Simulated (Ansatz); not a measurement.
# CH3+: how energies converge with the basis set

One table from this session's results is given with a row withheld; the runs are named, their logs left out.

Program: Ansatz 0.2.0, Gaussian basis. Level of theory: one geometry, several basis sets. These are calculated values, not measurements.

Plan: PBE0-D4/def2-SVP; ωB97M-V/def2-SVP; PBE0-D4/def2-QZVPP; ωB97M-V/def2-QZVPP; CCSD(T)/cc-pV(D+d)Z; CCSD(T)/cc-pV(T+d)Z; CCSD(T)/cc-pV(Q+d)Z; the functionals' def2-TZVPP values are taken from earlier runs.

## The geometry

All runs share one geometry, relaxed beforehand with PBE0-D4 in a triple-zeta def2 set.

SMILES `[CH3+]`, 4 atoms, charge 1, spin multiplicity 1.

Atoms are counted from 1 here; the program's logs count them from 0.

Bond lengths: C1–H2 1.093 Å, C1–H3 1.093 Å, C1–H4 1.093 Å. Angles: H2–C1–H3 120.0°, H2–C1–H4 120.0°, H3–C1–H4 120.0°.

Geometry (Å):

```xyz
4
charge 1, multiplicity 1
C     0.00000    0.00000    0.00000
H     0.27036    0.59819    0.87421
H    -0.99308    0.10130   -0.44578
H     0.72272   -0.69949   -0.42843
```

Set-up of the first run:

Contents of in.yaml:

```yaml
crystal:
  periodic: [false, false, false]
  atoms:
    - {symbol: C, position_ang: [-0.000004, 0.000001, -0.000004]}
    - {symbol: H, position_ang: [0.270357, 0.598193, 0.874209]}
    - {symbol: H, position_ang: [-0.993078, 0.101298, -0.445785]}
    - {symbol: H, position_ang: [0.722725, -0.699491, -0.428430]}
basis:
  gaussian: {orbitals: def2-SVP}
total_charge: 1
hamiltonian: {xc: pbe0, dispersion: d4}
output: {orbitals: {seedname: orbitals}}
```

Command:

```bash
> ansatz run in.yaml --threads 2 --pin off --events-out ev --progress --plain --max-ram 32768MiB --backend cpu
```

Among the steps run: PBE0-D4 in def2-SVP; ωB97M-V in def2-SVP; PBE0-D4 in def2-QZVPP; ωB97M-V in def2-QZVPP.

One table of the session follows, with a row left open; its other results are not shown here.

It belongs to the step «Functionals by basis». 

| functional | basis | HOMO (eV) | LUMO (eV) |
| --- | --- | --- | --- |
| PBE0-D4 | def2-SVP | -21.69 | -12.97 |
| PBE0-D4 | def2-TZVPP | -21.64 | -12.92 |
| PBE0-D4 | def2-QZVPP | ? | ? |
| ωB97M-V | def2-SVP | -24.09 | -10.44 |
| ωB97M-V | def2-TZVPP | -24.06 | -10.40 |
| ωB97M-V | def2-QZVPP | -24.07 | -10.40 |

Q: Estimate the row for PBE0-D4, def2-QZVPP from the others.

As computed: HOMO (eV): -21.65; LUMO (eV): -12.92. In the column «HOMO (eV)» it lies between PBE0-D4, def2-SVP (-21.69) and PBE0-D4, def2-TZVPP (-21.64).
